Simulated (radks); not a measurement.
# Valence configurations of O³⁺

An exercise on one series of results from a longer session: the logs are not shown, and one member is left open.

Method: scalar-relativistic Kohn-Sham, PBEsol, spin-polarised, spherical densities, finite nucleus; open shells are filled with parallel spins first. Code: radks (a radial shooting solver on a logarithmic mesh, Libxc functionals) version 1.

## Starting point

```
element            : oxygen (Z = 8)
charge             : +3
electrons          : 5
configuration      : [He] 2s2 2p1
nuclear rms radius : 2.6991 fm
others tried       : 2s1 2p2; 2s1.5 2p1.5; 2p3; 2s0.5 2p2.5
```

The outer shells:

O³⁺
```
[He] core
2s [↑↓]
2p [↑ ][  ][  ]
```

The first run:

Settings of this run:

```text
Z 8
configuration [He] 2s2 2p1
relativity scalar-relativistic
functional pbe_sol,pbe_sol
spin polarised
nucleus finite rms 2.6991 fm
c 137.035999084
```

Among the steps run: [He] 2s2 2p1.

One table of the session follows, with a row left open; its other results are not shown here.

It belongs to the step «[He] 2s2 2p1». Sizes of the orbitals, from the radial functions (bohr):

```
  level     <r>  outermost maximum (interpolated)  90 % within
  1s up  0.1996                             0.129        0.358
1s down  0.1992                             0.129        0.357
  2s up  0.9734                             0.806         1.51
2s down       ?                                 ?            ?
  2p up  0.9131                             0.701         1.50
2p down  0.9300                             0.711         1.53
```

Estimate the missing values for 2s down.

The run gave: <r>: 0.9853; outermost maximum (interpolated): 0.812; 90 % within: 1.53. In the column «<r>» it is the highest.
